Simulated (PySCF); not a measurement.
Beryllium: a sound run and one with changed settings

Sound run: Be [He] 2s2, Be⁺ [He] 2s1. All numbers are calculated (PySCF 2.14, scalar relativity by spin-free X2C-1e, in x2c-TZVPall). In the sound run the correlated levels freeze 1s2. The sound run starts from symmetry-adapted Hartree-Fock orbitals and uses a fine grid where one is needed.

Changed run: initial guess 1e, at most 50 SCF cycles.

```tsv
species	method	sound run (hartree)	changed run (hartree)	converged
Be	UHF	-14.57508	-14.57508	yes
Be	M06-2X	-14.66752	-14.66752	yes
Be	CCSD(T)	-14.62017	-14.62017	yes
Be⁺	M06-L	-14.33648	-14.33648	yes
```

Here the plain start reaches the same solutions.
